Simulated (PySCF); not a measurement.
From results back to the method.

Compound: oxalyl dichloride, C2Cl2O2.
InChI=1S/C2Cl2O2/c3-1(5)2(4)6

The closed-shell ground state was solved 3 times with PySCF (density fitting, gas phase), always with PBE0, in these basis sets: 6-31G, STO-3G and def2-SVP. The structure is a single PBE0-D3(BJ)/def2-SVP conformer in the gas phase; no vibrational or solvent corrections.

| row | total energy (Eh) | HOMO (eV) | LUMO (eV) |
| --- | --- | --- | --- |
| P | -1146.3281 | -9.05 | -3.69 |
| Q | -1146.0429 | -8.84 | -3.35 |
| R | -1133.4944 | -6.53 | -0.87 |

Q: Which basis belongs to which row?

A: P = 6-31G, Q = def2-SVP, R = STO-3G. From the lowest total energy up: 6-31G (62 functions) 0 eV; def2-SVP (92 functions) +7.76 eV; STO-3G (38 functions) +349.22 eV.

Conformer computed: `[O:1]=[C:2]([Cl:3])[C:4](=[O:5])[Cl:6]`: O1–C2–C4–O5 180°.
